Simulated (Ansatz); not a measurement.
This geometry of FH₃Si (5 atoms, charge 0, multiplicity 1) is a first-order saddle point.

Theory: RKS PBE0/def2-TZVP (Ansatz 0.2.0).

```xyz
5
Properties=species:S:1:pos:R:3
Si 0.251 0.013 -0.438
H 0.591 -0.215 1.187
H 1.496 0.109 0.409
F -0.634 1.353 -0.341
H -0.559 -1.154 -0.007
```

Problem. Which two structures does it join? (They come from a converged band through this point; their orientation in space is the band's.)

Solution. Bonds broken: Si1–H2, Si1–H3. Bonds formed: H2–H3. FH3Si becomes FHSi + H2.

First end point:

```xyz
5
Properties=species:S:1:pos:R:3
Si 0.248 -0.012 0.176
H 0.233 0.012 1.657
H 1.640 0.012 -0.332
F -0.504 1.296 -0.356
H -0.472 -1.203 -0.334
```

Last end point:

```xyz
5
Properties=species:S:1:pos:R:3
Si 0.122 -0.034 -0.815
H 0.894 -0.234 1.176
H 1.458 0.097 0.761
F -0.681 1.305 -0.382
H -0.647 -1.029 0.072
```

Problem. How far does it lie above each of them?

Solution. 2.87 eV above the first and 0.64 eV above the second. This is the barrier of this one path; another mechanism may lie lower. The orbitals stay closed-shell, which can raise the energy where a bond breaks towards radicals; this wasn't checked here.

Run time: 49 s on 2 threads of Arm Neoverse V2, with other jobs on the host, peak memory 0.13 GiB.
